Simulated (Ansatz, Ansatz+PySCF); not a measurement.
```yaml
atoms:
  - { symbol: P, position_ang: [0.0000, 0.0000, 0.1198] }
  - { symbol: H, position_ang: [1.1008, 0.0000, -0.5988] }
  - { symbol: H, position_ang: [-0.5504, 0.9533, -0.5988] }
  - { symbol: H, position_ang: [-0.5504, -0.9533, -0.5988] }
```

RHF-MP2 on singlet PH3 was run in several spherical basis sets with Ansatz (development build ahead of 0.2.0). Frozen core: 5 orbitals.

(1) Rank the basis sets by the total energy that they give, lowest first, with the distance from the lowest.
A. cc-pVTZ
B. def2-SVP
C. def2-TZVP
D. 6-31G(d)
E. cc-pVDZ

## Answers

(1) A (0.00 eV), C (0.42 eV), E (1.53 eV), D (2.99 eV), B (4.43 eV).

Totals follow the description of the cores as much as that of the bonds, so this order isn't one of quality for chemistry.
